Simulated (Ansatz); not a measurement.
Donors bound to In(H)3. Gas-phase values, no solvent. One relaxed conformer stands for each flexible species; it need not be the lowest. Strings in code marks are SMILES.

Quantity: electronic binding energy of the ligand (relaxed singlet parts, no counterpoise or zero-point term), in kJ/mol.

Case: NH3: [In(H)3(NH3)]. The other species in the difference include `[InH3]` (neutral, multiplicity 1). Geometry of [In(H)3(NH3)] (neutral, multiplicity 1, Å):

```xyz
8

In    -0.1487    -0.1004    -0.1367
H     -0.3048     1.2276    -1.2555
H     -1.3893    -0.3379     1.0650
H      0.8701    -1.4475    -0.5696
N      1.4301     0.9667     1.3212
H      2.2964     1.1882     0.8316
H      1.6684     0.3685     2.1115
H      1.0582     1.8383     1.6969
```

Question: Estimate the electronic binding energy of the ligand (relaxed singlet parts, no counterpoise or zero-point term) that frozen-core CCSD(T)/def2-TZVPP // PBE0-D4/def2-SVP (Ansatz, a quantum-chemistry and plane-wave program) returns for this input.

Answer: 84.5 kJ/mol.
